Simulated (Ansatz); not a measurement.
Relaxation of C₂H₈N₂ (12 atoms, charge 0, multiplicity 1), to a largest force component of 0.02 eV/Å in at most 50 steps.

Theory: RKS PBE/def2-SVP in Ansatz 0.2.0.

```xyz
12
Properties=species:S:1:pos:R:3:forces:R:3
C -1.110 0.997 -0.222 -0.84 0.68 -0.49
N -0.864 -0.072 0.737 2.53 0.77 -0.62
N 0.477 -0.463 0.923 3.22 -0.28 1.00
C 1.224 -0.840 -0.269 -1.82 0.75 1.39
H -0.875 0.742 -1.264 0.17 -0.36 -0.10
H -2.164 1.261 -0.158 -0.82 0.31 -0.17
H -0.516 1.865 0.070 0.46 0.30 0.19
H -1.391 -0.903 0.477 -1.92 -0.90 0.14
H -0.716 0.370 1.666 -1.54 -0.51 0.27
H 1.392 -0.022 -0.983 0.30 0.44 -0.78
H 0.685 -1.641 -0.775 -0.28 -1.01 -1.06
H 2.191 -1.221 0.055 0.55 -0.21 0.22
```

**Question.** Where does it end, and by what steps?

**Answer.** The forces met the threshold. After 8 steps the energy has fallen by 1.059 eV; H9 moved furthest, 0.43 Å.

```tsv
step	energy less start (eV)	largest force component (eV/Å)	accepted
0	0.0000	3.218	yes
1	-0.6025	1.640	yes
2	-0.9251	1.339	yes
3	-0.9952	1.120	yes
4	-1.0438	0.506	yes
5	-1.0568	0.213	yes
6	-1.0587	0.063	yes
7	-1.0586	0.087	no
8	-1.0591	0.014	yes
```

```xyz
12
Properties=species:S:1:pos:R:3
C -1.107 1.116 -0.184
N -0.673 -0.028 0.731
N 0.691 -0.241 0.925
C 1.195 -0.881 -0.248
H -0.709 0.913 -1.193
H -2.214 1.191 -0.217
H -0.645 2.035 0.218
H -1.209 -0.887 0.362
H -1.090 0.166 1.658
H 1.261 -0.276 -1.205
H 0.601 -1.811 -0.544
H 2.231 -1.224 -0.044
```

Whether the end is a true minimum wasn't checked by a vibrational analysis.

Time of the run: 17 s on 2 threads of Intel(R) Xeon(R) Platinum 8259CL CPU @ 2.50GHz (Skylake/Cascade Lake), on a shared host, peak memory 0.2 GiB.
